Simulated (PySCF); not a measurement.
Gas-phase reaction: Si2O2 + CO2 → 2 SiO2 + C

Computed with PySCF and rigid-rotor harmonic-oscillator thermochemistry at 1 bar. † marks an energy on the PBE0/def2-TZVP geometry and frequencies. MP2 freezes the core. Open shells (unrestricted): C (multiplicity 3, electronic degeneracy 9); the rest are closed-shell singlets. Spin-orbit splitting is ignored; it lowers the true energy and changes the entropy of C. Si2O2: computed as isolated molecules; such fragments, hydroxides, amides, oligomers or adducts are transient or little studied in the gas. MP2 isn't extrapolated to the basis-set limit; its ΔH°(298 K) is 998.9 kJ in def2-SVP and 943.6 kJ in def2-TZVPP. The harmonic model lacks anharmonicity and excited electronic states, which grow with temperature; levels with a mode under 35 cm⁻¹ are left out.

| level | ΔE electronic, kJ | ΔH°(298 K), kJ | ΔS°(298 K), J/K | ΔG°(1400 K), kJ |
|---|---|---|---|---|
| HF/def2-TZVP† | 924 | 912 | 137 | 712 |
| MP2/def2-TZVPP† | 955 | 944 | 137 | 743 |
| PBE0/def2-QZVP† | 1032 | 1021 | 137 | 820 |
| PBE0/def2-SVP† | 1103 | 1092 | 137 | 891 |
| r2SCAN/def2-TZVP† | 978 | 967 | 137 | 766 |
| LDA/def2-TZVP† | 1123 | 1112 | 137 | 911 |
ΔH° is lowest at HF/def2-TZVP† and highest at LDA/def2-TZVP†. No reference value is set beside these.
